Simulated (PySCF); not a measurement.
First SCF of a structure search on triplet ClF₃, at a hand-made T-shaped geometry. PySCF input:

```python
from pyscf import gto, scf, dft
mol = gto.M(atom='''
Cl     0.000000     0.000000     0.000000
F      0.000000     0.000000     1.630000
F      1.629000     0.000000     0.056900
F     -1.629000     0.000000     0.056900''',
    basis={'Cl': 'def2-TZVP', 'F': 'def2-TZVP'},
    charge=0, spin=2)
mf = dft.UKS(mol, xc='PBE')
mf.grids.atom_grid = (50, 194)
aux = {'Cl': 'def2-universal-JKFIT', 'F': 'def2-universal-JKFIT'}
mf = mf.density_fit(auxbasis=aux)
mf.conv_tol = 1e-08
mf.diis_space = 10
mf.max_cycle = 60
mf.init_guess = 'minao'
mf.verbose = 4
mf.kernel()
```

Excerpt of the output (cycles alone):

```
init E= -759.862325288355
cycle= 1 E= -758.956032432997  delta_E= 0.906  |g|= 0.699  |ddm|= 1.77
cycle= 2 E= -757.689791826435  delta_E= 1.27  |g|=    2  |ddm|= 1.47
cycle= 3 E= -759.060081661254  delta_E= -1.37  |g|= 0.41  |ddm|= 1.23
cycle= 4 E= -759.100628484813  delta_E= -0.0405  |g|= 0.245  |ddm|= 0.376
cycle= 5 E= -759.120480858863  delta_E= -0.0199  |g|= 0.0221  |ddm|= 0.143
cycle= 6 E= -759.120653086824  delta_E= -0.000172  |g|= 0.00851  |ddm|= 0.0248
cycle= 7 E= -759.120682478532  delta_E= -2.94e-05  |g|= 0.00162  |ddm|= 0.00763
cycle= 8 E= -759.120683326756  delta_E= -8.48e-07  |g|= 0.000506  |ddm|= 0.00281
cycle= 9 E= -759.120683424022  delta_E= -9.73e-08  |g|= 4.7e-05  |ddm|= 0.000635
cycle= 10 E= -759.12068342471  delta_E= -6.87e-10  |g|= 9.84e-06  |ddm|= 3.2e-05
Extra cycle  E= -759.120683424725  delta_E= -1.57e-11  |g|= 9e-06  |ddm|= 1.31e-05
converged SCF energy = -759.120683424725  <S^2> = 2.0022642  2S+1 = 3.0015091
```

No lower solution of this spin was found from smeared starts or by a stability analysis within the unrestricted form.

The search for the lowest solution, 3 starts and the stability check together, took 29 s on 4 threads of a shared Arm Neoverse V2 host, with 130 basis functions; the process peaked at 0.53 GiB. Launch command: `OMP_NUM_THREADS=4 python axn.py task.json out`.
